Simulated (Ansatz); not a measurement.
System (SMILES): [O]N=O, doublet.
Atoms: N1, O2, O3. Bonds: N1-O2, N1-O3.

Basis-set convergence of the highest harmonic wavenumber at PBE0 with Ansatz (an electronic-structure program). Each level at its own minimum, finite differences of forces, unscaled; the reference is a large set that could be run, not a limit. All functions are spherical. The program fits the integrals of some runs and decomposes those of others, by size. Open shells are unrestricted. No added dispersion term, no relativity. Reference: the value in def2-QZVPP, 1777 cm⁻¹, itself unsure by roughly 2 cm⁻¹ (its mean distance from cc-pVQZ, aug-pcseg-2, aug-cc-pVTZ). Deviations are taken from unrounded values.

```csv
basis,functions,highest harmonic wavenumber (cm⁻¹)
cc-pVDZ,42,1810
aug-cc-pVDZ,69,1794
def2-SVP,42,1888
def2-SVPD,66,1857
pcseg-1,42,1800
aug-pcseg-1,69,1808
6-311G**,54,1798
6-311+G**,66,1795
cc-pVTZ,90,1783
aug-cc-pVTZ,138,1775
pcseg-2,90,1778
aug-pcseg-2,138,1778
def2-TZVPP,93,1783
def2-TZVPPD,117,1781
```

What the diffuse functions change, pair by pair:
- cc-pVDZ to aug-cc-pVDZ: 27 more functions, deviation 33 to 17 cm⁻¹
- def2-SVP to def2-SVPD: 24 more functions, deviation 110 to 80 cm⁻¹
- pcseg-1 to aug-pcseg-1: 27 more functions, deviation 22 to 31 cm⁻¹
- 6-311G** to 6-311+G**: 12 more functions, deviation 21 to 17 cm⁻¹
- cc-pVTZ to aug-cc-pVTZ: 48 more functions, deviation 6 to -2 cm⁻¹
- pcseg-2 to aug-pcseg-2: 48 more functions, deviation 1 to 1 cm⁻¹
- def2-TZVPP to def2-TZVPPD: 24 more functions, deviation 5 to 4 cm⁻¹

They bring the value nearer the reference by more than 2 cm⁻¹ in 4 of 7 pairs.
